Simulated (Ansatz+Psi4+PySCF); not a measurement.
A calculation with Ansatz (development build ahead of 0.2.0).

```yaml
crystal:
  periodic: [false, false, false]
  atoms:
    - { symbol: C, position_ang: [-0.25872, -0.81683, 0.0] }
    - { symbol: C, position_ang: [-0.25099, 0.67419, 0.0] }
    - { symbol: H, position_ang: [0.75883, -1.22594, 0.0] }
    - { symbol: H, position_ang: [-0.75883, -1.21387, 0.88342] }
    - { symbol: H, position_ang: [-0.75883, -1.21387, -0.88342] }
    - { symbol: H, position_ang: [-0.17002, 1.22594, -0.92432] }
    - { symbol: H, position_ang: [-0.17002, 1.22594, 0.92432] }
basis:
  gaussian: { orbitals: cc-pVTZ }
magnetization:
  initial_magnetization: 1
hamiltonian:
  xc: hf
correlation:
  method: ccsd_t
  frozen_orbitals: { C: 1, H: 0 }
scf:
  omitted_lower_state_checks: [stability, starts, atomic_configurations, cluster_reference, orbital_swaps, given_window_search, neighbouring_geometries, increment]
```

The input is written out in the form of the current development build from the run's settings. Correlation on restricted open-shell orbitals is semicanonical, with singles.

The run gave:

* Converged: yes
* Reference energy: -78.62323 hartree
* CCSD correlation energy: -0.36715 hartree
* Triples correction: -0.01211 hartree
* Total energy: -79.00249 hartree
* Spin squared of the determinant: 0.750
